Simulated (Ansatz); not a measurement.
This Ansatz (a program for electronic structure) input (CCSD(T)/def2-SV(P)) gives -76.13814 Eh with 18 basis functions. A basis named .json is the Basis Set Exchange file of that set (core-valence sets with the plain set on hydrogen).

Ansatz 0.2 input:
```yaml
crystal:
  periodic: [false, false, false]
  atoms:
    - {symbol: O, position_ang: [0.00702152, 0.00134342, 0.11666744]}
    - {symbol: H, position_ang: [-0.04995842, 0.75929218, -0.47415850]}
    - {symbol: H, position_ang: [-0.00621371, -0.77003954, -0.45918106]}
basis:
  gaussian:
    orbitals: def2-SV_P_.json
magnetization: {spin_polarized: false}
correlation: {method: ccsd_t, electrons: outside_noble_gas}
```

Change:
```diff
- orbitals: def2-SV_P_.json
+ orbitals: def2-TZVPP
```

### Question
What does the run give now?

### Answer
-76.33696 Eh (CCSD(T)/def2-TZVPP, 59 functions), a change of -198.82 mEh.
